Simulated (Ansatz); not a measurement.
C4H8 can be A, `C1CCC1`, or B, `CC1CC1`.

Calculated with Ansatz (gas phase, PBE0-D4/def2-TZVP geometries, no zero-point term in ΔE). CBS: MP2 limit from def2 TZ/QZ plus the TZ coupled-cluster correction, frozen cores. Functionals use def2-TZVPP. B3LYP here is the variant with VWN-RPA as its local correlation; programs differ in this.

Q: Which is lower in electronic energy at CCSD(T)/CBS, and by how much? (Best estimate.)

A: The calculation gave: A, by 0.3 kcal/mol. So small a gap doesn't settle the order.

Q: Give E(B) − E(A) in kcal/mol with CCSD/def2-TZVPP, BLYP-D4, CCSD(T)/def2-TZVPP, B3LYP-D4, LDA (SPW92), PBE0-D4, ωB97M-V. (An estimate is asked.)

A: The calculation gave: CCSD/def2-TZVPP 0.5, BLYP-D4 -0.9, CCSD(T)/def2-TZVPP 0.5, B3LYP-D4 -0.8, LDA (SPW92) -0.3, PBE0-D4 -0.3, ωB97M-V -0.1. The order is the other way round with BLYP-D4, B3LYP-D4, LDA (SPW92), PBE0-D4.

Q: Does the order hold for the free energy at 298.15 K (harmonic terms from PBE0-D4)? (Best estimate.)

A: The calculation gave: No: G(B) − G(A) = -1.6 kcal/mol.

Largest T1 diagnostic: 0.008.

From BLYP to BHLYP (50 % exact exchange), in def2-TZVPP and without D4, E(B) − E(A) moves by +0.7 kcal/mol. Leaving LDA and LC-ωPBE aside and taking each functional with its dispersion term where it has one, the values, not all of them listed here, spread over 1.8 kcal/mol, from r2SCAN-D4 to revPBE-D4.
